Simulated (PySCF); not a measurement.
Carbon: a sound run and one with changed settings

Sound run: C [He] 2s2 2p2, C⁺ [He] 2s2 2p1. Computed with PySCF 2.14 in def2-TZVP, with no relativity, point nucleus. The sound run starts from symmetry-adapted Hartree-Fock orbitals and uses a fine grid where one is needed.

A second run was set up differently.

```csv
species,method,sound run (hartree),changed run (hartree),converged
C,UHF,-37.69248,-37.69248,yes
C,B3LYP,-37.85948,-38.21838,yes
C,BP86,-37.84645,-38.49092,yes
C⁺,UHF,-37.29554,-37.29554,yes
C⁺,B3LYP,-37.43552,-37.62953,yes
C⁺,BP86,-37.42094,-37.76877,yes
```

Ionisation energy of C:

```
method  sound run (eV)  changed run (eV)
   UHF          10.801            10.801
 B3LYP          11.537            16.024
```

Q: What was changed?
A. basis contracted for another Hamiltonian
B. a valence shell is frozen
C. level shift left on
D. angular grid far too coarse

A: D. It used 6 angular points. A coarse angular grid integrates products of high-l functions wrongly, so density functionals can shift, and the SCF can exploit the error; Hartree-Fock and MP2 need no grid.
